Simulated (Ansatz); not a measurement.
Gas-phase electronic energies from Ansatz, PBE0-D4/def2-TZVP geometries. CCSD(T)/CBS adds triple-zeta CCSD(T) − MP2 to the extrapolated MP2 energy (def2 sets, frozen cores). Functionals use def2-TZVPP. Each species was taken in one conformer, which may not be the lowest.

`C[C@@H]1O[C@H]1C` → `C=CCCO`  (isomerisation)

| level | ΔE (kJ/mol) | difference from CCSD(T)/CBS |
| --- | --- | --- |
| PBE-D4 | 0.1 | 18.0 |
| PBE0-D4 | -0.2 | 17.7 |
| ωB97M-V | -9.8 | 8.1 |
| PBE | 2.2 | 20.1 |
| HF/def2-TZVPP | -21.8 | -3.9 |
| SCS-MP2/def2-TZVPP | -9.9 | 8.0 |
| CCSD(T)/def2-TZVPP | -15.1 | 2.8 |
| SCS-MP2/def2-QZVPP | -11.6 | 6.3 |
| HF/CBS(def2) | -21.6 | -3.7 |
| CCSD/CBS(def2) | -18.1 | -0.2 |
| CCSD(T)/CBS | -17.9 | 0 |

Largest T1 diagnostic among the species: 0.011.

The D4 term adds −3.3 kJ/mol with B3LYP and −1.7 kJ/mol with PBE0; it sums over pairs of atoms, weighted by their polarisabilities, and B3LYP, whose exchange is more repulsive, gets the larger term. In def2-TZVPP, CCSD(T) changes the Hartree–Fock value by +6.7 kJ/mol (the triples alone add +0.2 kJ/mol) and MP2 by +14.6 kJ/mol.

B3LYP here is the variant with VWN-RPA as its local correlation; programs differ in this.
